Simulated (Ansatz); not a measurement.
Two structures of SiH4SF, doublet, reached by relaxing down either side of one saddle point (PBE0-D4/def2-TZVP). Energies are electronic, without zero-point energy. Program: Ansatz 0.2.0. Basis: def2-TZVPP and def2-QZVPP. Cores are frozen in the correlated methods; orbitals are unrestricted. Extrapolation: Hartree–Fock as exp(−7.88 √X), correlation as X^−2.97. First:

H1  (-0.482, -1.039, 0.270)
Si2  (0.783, -0.329, 0.583)
F3  (0.745, 1.088, -0.167)
S4  (-2.444, 0.272, -1.430)
H5  (0.898, -0.080, 2.038)
H6  (1.950, -1.089, 0.078)
H7  (-1.450, 1.177, -1.373)
(Å)

Second:

```
7
angstrom
H -2.4323 -0.2947 -0.4450
Si 0.9601 -0.2724 0.8855
F 0.7211 1.2571 0.4364
S -1.5258 -0.4137 -1.4268
H 1.7855 -0.2094 2.1295
H 1.7108 -0.9587 -0.2014
H -1.2194 0.8919 -1.3782
```

Problem. Which bonds change from the first to the second?

Solution. SiH₃F ([F][SiH3]) + HS → SiH₂F ([F][SiH2]) + H₂S; bonds formed: H1–S4; bonds broken: H1–Si2.

Problem. Give the saddle point's structure and its height above each. (An estimate is asked for; the value comes from the calculation.)

Solution. The calculation gives: 9.01 kcal/mol above the first and 5.67 kcal/mol above the second (CCSD(T) at an estimated basis limit (MP2 extrapolated from triple and quadruple zeta, plus CCSD(T) − MP2 in triple zeta)).
```
atom    x (Å)    y (Å)    z (Å)
  H1  -0.8610  -0.4311  -0.2339
 Si2   0.8082  -0.2357   0.5507
  F3   1.2193   1.2168   0.0233
  S4  -2.0972  -0.1619  -1.0314
  H5   0.7402  -0.2012   2.0335
  H6   1.7936  -1.2227   0.0414
  H7  -1.6031   1.0359  -1.3836
```

The T1 diagnostic stays at or below 0.015. ⟨S²⟩ of the unrestricted Hartree–Fock references: 0.75 to 0.79 (a pure state has 0.75). The start structure is not quite a true minimum (one mode of 34i cm⁻¹).

Radical steps of this kind take place in plasma deposition and etching.

Labels in which every atom is bracketed show which atoms are joined, not bond orders.

For scale, one of the runs: CCSD(T)/def2-TZVPP, 171 basis functions (an equivalent command: `ansatz run in.yaml --threads 4`). Hardware: 4 CPU threads, shared host. Wall time 35 s; peak host memory 3.4 GiB.
